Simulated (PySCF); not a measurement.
# One shape, several levels: NH3 (ammonia)

Aim: a comparison of 5 runs (HF/STO-3G, HF/3-21G, HF/def2-SVP, B2PLYP/6-31G, B3LYP/6-31G*) of NH3 (ammonia). 

Program for the calculation: PySCF 2.14.0.

### Step 1. The molecule

NH3: 4 atoms, total charge 0, spin state singlet. As SMILES, `N`. Geometry: relaxed at GFN2-xTB.

Bond lengths: N1–H2 1.013 Å, N1–H3 1.013 Å, N1–H4 1.013 Å. Angles: H2–N1–H3 107.7°, H2–N1–H4 107.7°, H3–N1–H4 107.7°.

### Step 2. Energy and forces at HF/STO-3G (run 1)

Input file mol.xyz:

```xyz
4

N     -0.068160     0.242830     0.108060
H      0.491930    -0.300470     0.753380
H     -0.891960    -0.300620    -0.118350
H      0.468190     0.358250    -0.743090
```

Input file calc.py:

```python
# N
from pyscf import gto, scf

mol = gto.M(
    atom='mol.xyz',
    basis='sto-3g',
    verbose=3,
    max_memory=1860,
)

calc0 = scf.RHF(mol)
calc0.conv_tol = 1e-10
calc0.kernel()
if not calc0.converged:
    calc0 = calc0.newton().run(calc0.mo_coeff, calc0.mo_occ)

e_final = calc0.e_tot
print('E = %.10f Eh' % e_final)
grad = calc0.nuc_grad_method().kernel()
dip = calc0.dip_moment()
pop, q = calc0.mulliken_pop()
```

Started as:

```
$ OMP_NUM_THREADS=1 python calc.py
```

The program printed:

```text
converged SCF energy = -55.4537497122565
E = -55.4537497123 Eh
--------------- RHF gradients ---------------
         x                y                z
0 N     0.0073085988    -0.0266370127    -0.0117210679
1 H    -0.0090214564     0.0119744367    -0.0071867424
2 H     0.0103930725     0.0119984283     0.0050749095
3 H    -0.0086802150     0.0026641477     0.0138329009
----------------------------------------------
Dipole moment(X, Y, Z, Debye):  0.43158, -1.53954, -0.68468
 ** Mulliken pop  **
pop of  0 N 1s            1.99528
pop of  0 N 2s            1.57916
pop of  0 N 2px           1.10448
pop of  0 N 2py           1.62208
pop of  0 N 2pz           1.17147
pop of  1 H 1s            0.84250
pop of  2 H 1s            0.84248
pop of  3 H 1s            0.84254
 ** Mulliken atomic charges  **
charge of    0N =     -0.47248
charge of    1H =      0.15750
charge of    2H =      0.15752
charge of    3H =      0.15746
```

It took 1.8 s on 1 thread of Intel Xeon at 2.50GHz (Skylake/Cascade Lake), shared host; peak memory 0.12 GiB.

### Step 3. Energy and gradient at HF/3-21G (run 2)

Input file run.py:

```python
# N
import pyscf.grad
from pyscf import gto, scf

mol = gto.M(
    atom=[
    ('N', (-0.068160, 0.242830, 0.108060)),
    ('H', (0.491930, -0.300470, 0.753380)),
    ('H', (-0.891960, -0.300620, -0.118350)),
    ('H', (0.468190, 0.358250, -0.743090)),
],
    charge=0,
    max_memory=1860,
    verbose=4,
    basis='3-21g',
)

hf = scf.RHF(mol)
hf.conv_tol = 1e-10
hf.kernel()
if not hf.converged:
    hf = hf.newton().run(hf.mo_coeff, hf.mo_occ)

energy = hf.e_tot
print(f'total energy: {energy:.8f} hartree')
grad = hf.Gradients().kernel()
hf.analyze()
```

Started as:

```
$ OMP_NUM_THREADS=1 python run.py
```

The program printed:

```text
PySCF version 2.14.0

[... 67 lines left out ...]
Total Energy =                         -55.871032771987608
[... 4 lines left out ...]
DFT Exchange-Correlation Energy =       -7.669813667698829
[... 6 lines left out ...]
MO #5   energy= -0.401701088719919 occ= 2
[... 4 lines left out ...]
MO #10  energy= 1.15828138741123   occ= 0
[... 4 lines left out ...]
MO #15  energy= 2.59743330622264   occ= 0
[... 22 lines left out ...]
Dipole moment(X, Y, Z, Debye):  0.52439, -1.87032, -0.83185
```

Run time: 1.9 s. Hardware: 1 thread of Intel Xeon at 2.50GHz (Skylake/Cascade Lake), shared host; peak memory 0.12 GiB.

Run 3 isn't shown in full; the table further down has it.

### Step 4. The energy at B2PLYP/6-31G (run 4)

Input file geometry.xyz:

```xyz
4

N     -0.068160     0.242830     0.108060
H      0.491930    -0.300470     0.753380
H     -0.891960    -0.300620    -0.118350
H      0.468190     0.358250    -0.743090
```

Input file run.py:

```python
from pyscf import gto, dft, mp

system = gto.M(
    atom='geometry.xyz',
    max_memory=1860,
    spin=0,
    verbose=4,
    basis='6-31g',
    charge=0,
)

mf = dft.RKS(system, xc='0.53*HF + 0.47*B88, 0.73*LYP')
mf.conv_tol = 1e-10
mf.grids.level = 5
mf.kernel()
if not mf.converged:
    mf = mf.newton().run(mf.mo_coeff, mf.mo_occ)

pt = mp.MP2(mf, frozen=1).run()
e_final = mf.e_tot + 0.27 * pt.e_corr
print('PT2 part  %.8f' % (0.27 * pt.e_corr))
print(f'total energy: {e_final:.8f} hartree')
mf.analyze()
```

Started as:

```
$ OMP_NUM_THREADS=1 python run.py
```

The program printed:

```text
PySCF version 2.14.0

[... 82 lines left out ...]
Total Energy =                         -56.402654569226037
[... 4 lines left out ...]
DFT Exchange-Correlation Energy =       -7.913753858613734
[... 6 lines left out ...]
MO #5   energy= -0.309791423310846 occ= 2
[... 4 lines left out ...]
MO #10  energy= 0.802739376327101  occ= 0
[... 4 lines left out ...]
MO #15  energy= 1.35808348260278   occ= 0
[... 22 lines left out ...]
Dipole moment(X, Y, Z, Debye):  0.54898, -1.95793, -0.87084
```

It took 5.1 s on 1 thread of Intel Xeon at 2.50GHz (Skylake/Cascade Lake), shared host; peak memory 0.17 GiB.

### Step 5. Energy and gradient at B3LYP/6-31G(d) (Cartesian functions) (run 5)

Input file input.py:

```python
# N
from pyscf import gto, dft

mol = gto.M(
    atom='''
N     -0.128804     0.458882     0.204204
H      0.929613    -0.567806     1.423682
H     -1.685560    -0.568089    -0.223649
H      0.884751     0.676994    -1.404237
''',
    spin=0,
    cart=True,
    basis='6-31g*',
    unit='bohr',
    charge=0,
    verbose=4,
    max_memory=1860,
)

ks = dft.RKS(mol)
ks.xc = 'b3lyp'
ks.conv_tol = 1e-10
ks.grids.level = 5
ks.kernel()
if not ks.converged:
    ks = ks.newton().run(ks.mo_coeff, ks.mo_occ)

energy = ks.e_tot
print('E = %.10f Eh' % energy)
grad = ks.nuc_grad_method().kernel()
ks.analyze()
```

Started as:

```
$ OMP_NUM_THREADS=1 python input.py
```

The program printed:

```text
PySCF version 2.14.0

[... 82 lines left out ...]
Nuclear Repulsion Energy =              11.945306725170722
[... 6 lines left out ...]
MO #1   energy= -14.302116215441   occ= 2
[... 4 lines left out ...]
MO #6   energy= 0.0813658036792786 occ= 0
[... 4 lines left out ...]
MO #11  energy= 0.721839242516556  occ= 0
[... 4 lines left out ...]
MO #16  energy= 1.6764345776202    occ= 0
[... 4 lines left out ...]
MO #21  energy= 3.67636009139345   occ= 0
[... 28 lines left out ...]
Dipole moment(X, Y, Z, Debye):  0.44926, -1.60218, -0.71263
```

Wall time 6 s (1 thread of Intel Xeon at 2.50GHz (Skylake/Cascade Lake), shared host); peak memory 0.29 GiB.

### Step 6. All runs side by side

```
run                               level      task  frozen core orbitals  energy (Eh)  dipole moment (D)  HOMO energy (eV)  LUMO energy (eV)  wall time
  1                           HF/STO-3G  gradient                     –   -55.453750               1.74             -9.50             17.31      1.8 s
  2                            HF/3-21G  gradient                     –   -55.871033               2.11            -10.93              7.32      1.9 s
  3                         HF/def2-SVP  gradient                     –   -56.148692               1.74            -11.36              4.84      2.2 s
  4                        B2PLYP/6-31G    energy                     1   -56.441046               2.21             -8.43              3.62      5.1 s
  5  B3LYP/6-31G* (Cartesian functions)  gradient                     –   -56.547693               1.81             -6.72              2.21        6 s
```

### Step 7. Results

| quantity | value |
| --- | --- |
| run 5: total energy | -56.54769 Eh |
| run 5: dipole moment | 1.81 D |
| run 5: HOMO energy | -6.72 eV |
| run 5: LUMO energy | 2.21 eV |
| run 5: HOMO–LUMO gap | 8.93 eV |
| run 5: largest force on an atom | 0.491 eV/Å |

What this shows: The dipole moment (its size) runs from 1.74 D (HF/def2-SVP) to 2.21 D (B2PLYP/6-31G). The two ends differ in method and basis. A double hybrid's value is that of its SCF part. The HOMO–LUMO gap runs from 8.93 eV (B3LYP/6-31G*) to 26.81 eV (HF/STO-3G). Totals of different functionals can't be ranked against each other. In run 1 the basis is minimal, so the values are rough. All runs together took 17 s, the longest 6 s.
